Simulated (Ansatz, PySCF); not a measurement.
This PySCF input computes a CCSD(T)/cc-pVDZ energy:

```python
from pyscf import gto, scf, mp, cc as ccmod

mol = gto.M(
    atom='''
    N     0.00224146   -0.00382052    0.11155442
    H    -0.00202883    0.95117179   -0.22808750
    H     0.80949996   -0.46442426   -0.29287493
    H    -0.82316134   -0.46000387   -0.25991854
    ''',
    basis='cc-pvdz',
    charge=0,
    spin=0,
    verbose=4,
)

mf = scf.RHF(mol)
mf.conv_tol = 1e-10
mf.max_cycle = 100
mf.kernel()
mp2 = mp.MP2(mf, frozen=1).run()
cc = ccmod.CCSD(mf, frozen=1)
cc.max_cycle = 100
cc.kernel()
et = cc.ccsd_t()
print(f'E(CCSD(T)) = {cc.e_tot + et:.9f}')
```

Question: Write an input for the same energy in Ansatz (a program for electronic structure) and say what it gives.

Answer: 
Ansatz 0.2 input:
```yaml
crystal:
  periodic: [false, false, false]
  atoms:
    - {symbol: N, position_ang: [0.00224146, -0.00382052, 0.11155442]}
    - {symbol: H, position_ang: [-0.00202883, 0.95117179, -0.22808750]}
    - {symbol: H, position_ang: [0.80949996, -0.46442426, -0.29287493]}
    - {symbol: H, position_ang: [-0.82316134, -0.46000387, -0.25991854]}
basis:
  gaussian:
    orbitals: cc-pVDZ
magnetization: {spin_polarized: false}
correlation: {method: ccsd_t, electrons: outside_noble_gas}
```
It gives -56.40182 Eh, and PySCF -56.40182 Eh, a difference of 0.00 mEh.
